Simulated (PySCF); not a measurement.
Compound: C2H7N.
Numbering: `[CH3:1][NH:2][CH3:3]` (hydrogens: H4, H5, H6 on C1; H7 on N2; H8, H9, H10 on C3)

Linear response at PBE0/aug-cc-pVTZ (PySCF, frozen core in the response, non-relativistic). Geometry: PBE0-D3(BJ)/def2-TZVP; no solvent, vibrations or thermal averaging.

Static isotropic polarisability: 38.59 au (5.72 Å³), principal values 34.9, 38.1, 42.8 au.

(1) What is the polarisability at 1064 nm and at the sodium D line?

(2) What is the isotropic C6 coefficient between two such molecules, C6 = (3/π)∫α(iω)² dω?

(3) Which effective excitation energy ω̄ makes London's formula C6 = (3/4)α²ω̄ exact here?

(4) How anisotropic is the static polarisability, by Δα² = ½[(α1 − α2)² + (α2 − α3)² + (α3 − α1)²]?

(5) What three-body coefficient follows from the one-pole estimate C9 = (3/4)·α·C6?

(6) How many electrons N does the Slater–Kirkwood formula C6 = (3/4)·√N·α^(3/2) need to give this C6?

(7) What molar refraction at the D line follows from R = (4π/3)·N_A·α′, with α′ the polarisability volume?

(8) The lowest 10 singlets have (eV, f): 5.22, 0.003; 5.84, 0.029; 5.98, 0.003; 6.17, 0.050; 6.60, 0.002; 6.86, 0.008; 7.00, 0.012; 7.30, 0.000; 7.49, 0.001; 7.73, 0.008. What share of the static polarisability do they carry in the sum over states α = Σ f/ω²?

(9) What n − 1 at the D line would an ideal gas of it have at 273.15 K and 1 atm (2.6868 × 10¹⁹ cm⁻³), by n − 1 = 2π·N·α′?

Results:

(1) 38.90 au at 1064 nm (+0.8 %), 39.65 au at 589.3 nm (+2.8 %). The rise at 589.3 nm is 3.39 times that at 1064 nm; a pure ω² law gives 3.26. The lowest singlet lies at 238 nm, shorter than both wavelengths.

(2) 641.5 au (Eh·bohr⁶) by a ten-point quadrature over imaginary frequencies, which is 383 eV·Å⁶ or 37 J·nm⁶/mol.

(3) ω̄ = 4·C6/(3α²) = 0.574 Eh = 15.6 eV. A one-pole form α(ω) = α/(1 − ω²/ω̄²) fitted to the 1064 nm value gives 12.9 eV.

(4) Δα = 6.9 au, or 0.18 of the isotropic value.

(5) 18600 au. This is an estimate from the two numbers above, not a computed integral.

(6) N = (4·C6/3)²/α³ = 12.7; the species has 26 electrons in all.

(7) α′ = 5.88 Å³ gives R = 14.82 cm³/mol, for isolated, non-vibrating species.

(8) 2.17 au, 5.6 % of α; the largest term, 0.97 au, is that of the state at 6.17 eV. Their oscillator strengths add up to 0.11. Higher states carry the rest.

(9) 9.92 × 10⁻⁴, a formal value whether or not that pressure can be reached.
